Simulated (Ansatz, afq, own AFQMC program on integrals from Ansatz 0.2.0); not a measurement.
**Where AFQMC and coupled cluster stand for WSiH2, septet**

```yaml
atoms:
  - { symbol: W, position_ang: [0.0000, 0.0000, 0.5341] }
  - { symbol: Si, position_ang: [0.0000, 0.0000, -3.1780] }
  - { symbol: H, position_ang: [0.0000, -1.8052, -4.4326] }
  - { symbol: H, position_ang: [0.0000, 1.8052, -4.4326] }
```

Connectivity, by distances: W ··· Si ··· H2.

Basis def2-SVP with its core potentials. Noble-gas cores (and the filled d shells of Ga–Kr and In–Xe) are frozen. Ansatz 0.2.0 and our own AFQMC program on the same integrals; the CISD trial comes from CCSD amplitudes, and released means the phaseless constraint is let go. Uncertainties: one standard error, sampling alone. No spin–orbit coupling. The metal's outer-core s and p shells are frozen, which shifts wave-function levels against functionals.

Determinant: ROHF, the one that the program's search chose, which needn't be the lowest solution. The geometry is a point of a scan.

No full CI on the walks' own integrals is used here; CCSDT(Q) serves as the reference and is uncertain by about the last step of the cluster series.

Cautions: no spin-orbit coupling; outer-core shells of the metal frozen; lower spins were not checked; higher spins were not checked; a spin-contaminated unrestricted determinant lies lower (UHF 432 meV lower, ⟨S²⟩ 12.69); the released energies move by 1.5 errors or more from one time to the next, so no released level is given (meV from the phaseless value at times in 1/Eh: -15 ± 6 at 0.60, -25 ± 5 at 1.20, -33 ± 5 at 2.00, -28 ± 6 at 3.00, -45 ± 7 at 4.20), though the last usable value meets CCSDT(Q) within the noise; CCSDT(Q) on the UHF determinant differs (108 meV lower), perhaps since the unrestricted series falls towards higher spin.

* T1 diagnostic: 0.0254
* weight of the determinant in the CISD state: 0.814
* size of the correlated space: 12 electrons in 51 orbitals

| level | correlation energy (eV) |
| --- | --- |
| MP2 | -4.1336 |
| CCSD | -5.4216 |
| CCSD(T) | -5.5920 |

(1) Estimate where phaseless AFQMC with a CISD trial lies against CCSD(T) on the same integrals.

(1) 0.1 ± 0.5 kJ/mol above CCSD(T). The gap is under twice the noise, so this walk alone can't tell the two apart.

Reference: CCSDT(Q), correlation energy -5.641 eV.

```
        level  E − E(reference) (kJ/mol)  share of correlation (%)
      CCSD(T)                        4.7                     99.13
        CCSDT                        0.5                     99.91
ph-AFQMC/CISD                  4.8 ± 0.5                     99.12
```

A walk keeps the symmetry of its determinant, which the program's search chose and which needn't be the lowest solution, so a lower state of the same spin and another symmetry isn't excluded.
